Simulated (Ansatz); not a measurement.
A made-up structure of CH₅Si₂ (charge +1), singlet:

C1  (0.941, -1.097, 1.068)
Si2  (0.041, 0.192, -0.729)
Si3  (-1.133, 1.302, -1.216)
H4  (-2.315, 0.881, -1.882)
H5  (-0.843, 2.687, -1.331)
H6  (1.189, -0.315, 1.739)
H7  (1.754, -1.632, 0.648)
H8  (0.084, -1.668, 1.321)
(Å)

It is relaxed with PBE-D4/def2-SVP and then PBE0-D4/def2-TZVP (Ansatz 0.2.0). Atoms count as bonded within 1.22 times the sum of their covalent radii (H–H: 0.88 Å). The end point is not checked to be a true minimum.

Question: Does its bonding change? (Judge from chemistry; the calculation decides.)

Answer: By the calculation: Yes. Formed: C1–Si2; broken: none.

Where it ends: The first stage lowers the energy by 5.52 eV in 10 steps. It ends as CH₅Si₂ ([CH3][Si][SiH2]), total charge +1:
```
8
angstrom
C 0.8664 -0.9749 0.8677
Si 0.4714 -0.1586 -0.7364
Si -1.2433 1.3148 -0.9735
H -2.3378 0.8441 -1.8614
H -0.8188 2.7037 -1.2876
H 1.0724 -0.2027 1.6198
H 1.7210 -1.6457 0.7772
H -0.0144 -1.5318 1.2119
```

Labels in which every atom is bracketed show which atoms are joined, not bond orders.

For scale, one of the runs: PBE0-D4/def2-TZVP relaxation, 135 basis functions, launched by `ansatz run in.yaml --threads 2 --pin off --events-out ev --progress --plain --max-ram 4352MiB`. Hardware: 2 CPU threads of an Arm Neoverse V1, shared host. Wall time about 24 s.
